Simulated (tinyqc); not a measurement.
Worked calculation: coupled-perturbed Hartree-Fock on RHF in the sto-3g basis, for H2O, spin multiplicity 1. One step of it, computed by the program tinyqc.

Task: Response to a field: uncoupled start. Field along y; U_ai = -mu_ai / (e_a - e_i), alpha = -4 sum U_ai mu_ai.

orbital energies (hartree): [-20.252939, -1.258598, -0.591585, -0.462117, -0.393336, 0.580688, 0.691382]

dipole integrals <a|y|i> (bohr), order a6, a7:
```
[[0.007728, -0.003274, 0.792124, -0.125006, 0.000000],
 [0.054375, -0.121121, -0.116670, -0.683983, 0.000000]]
```

Give: uncoupled U; uncoupled polarisability.

Result:

uncoupled U, order a6, a7:
```
[[-0.0004, 0.0018, -0.6757, 0.1199, 0.0000],
 [-0.0026, 0.0621, 0.0909, 0.5930, 0.0000]]
```

uncoupled polarisability = 3.8964 bohr^3
